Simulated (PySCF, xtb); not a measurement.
Two structures of CH4BO−

We compare I, `C=[BH-]O`, a singlet, with II, a singlet given by its coordinates. Both are isolated ions in the gas phase, relaxed with PBE0-D3(BJ)/def2-SVPD; the shapes shown needn't be the lowest conformers.

I (Å):

```xyz
7

C    -0.9249    0.6947   -1.1603
B    -0.9222   -0.0470    0.1016
O    -0.1591    0.3106    1.2683
H    -1.5838   -1.0703    0.2972
H    -0.3337    1.6104   -1.3373
H    -1.5211    0.3908   -2.0305
H     0.3301    1.1084    1.0538
```

II (Å):

```
atom   x (Å)    y (Å)    z (Å)
   C  1.1231   0.2858   0.6364
   B  1.4145   1.5105  -0.3996
   O  1.5243   1.4025  -1.6770
   H  1.9347   0.1996   1.3848
   H  0.1984   0.4699   1.2169
   H  1.0224  -0.6840   0.1178
   H  1.5253   2.6249   0.2186
```

Close contacts (Å): C1–B2 1.63, B2–O3 1.29, C1–H4 1.11, C1–H5 1.11, C1–H6 1.10, B2–H7 1.28.

Estimate E(II) − E(I) at the level CCSD(T)/def2-SVPD + ΔMP2/def2-TZVPPD.

Calculated at CCSD(T)/def2-SVPD + ΔMP2/def2-TZVPPD: E(II) − E(I) = −16.9 kcal/mol, so structure II lies lower.

Level by level:

```tsv
level	geometry	E(II) − E(I) (kcal/mol)	departure from the last row (kcal/mol)	job, with rough time for the two
GFN2-xTB	GFN2-xTB	−33.7	−16.8	optimisation, 0.083 s
HF/STO-3G	GFN2-xTB	−23.4	−6.5	single point, 1 s
r2SCAN-D4/def2-SVPD	GFN2-xTB	−18.5	−1.6	single point, 13 s
PBE0-D3(BJ)/def2-SVPD	PBE0-D3(BJ)/def2-SVPD	−18.8	−1.9	optimisation, 3.3 min
HF/def2-SVPD	PBE0-D3(BJ)/def2-SVPD	−19.0	−2.0	part of the CCSD(T) run
MP2/def2-SVPD	PBE0-D3(BJ)/def2-SVPD	−20.3	−3.4	part of the CCSD(T) run
CCSD(T)/def2-SVPD	PBE0-D3(BJ)/def2-SVPD	−19.7	−2.8	single point
CCSD(T)/def2-SVPD + ΔMP2/def2-TZVPPD	PBE0-D3(BJ)/def2-SVPD	−16.9		single point, 47 s
```

The levels shown agree on the order. The largest departure from CCSD(T)/def2-SVPD + ΔMP2/def2-TZVPPD is that of GFN2-xTB, 16.8 kcal/mol. The last row adds to CCSD(T) the change of the MP2 difference between the two basis sets, here +2.8 kcal/mol.

With harmonic frequencies from PBE0-D3(BJ)/def2-SVPD (ideal gas, rigid rotor, one conformer each, 1000 K, 1 atm): the zero-point term adds −0.5 kcal/mol; ΔH is −17.8 and ΔG −18.4 kcal/mol.

The correlated steps freeze 3 core orbitals. Programs: PySCF 2.14.0, xtb 6.7.1; the last row on 2 threads of Arm Neoverse V2 on a shared host.
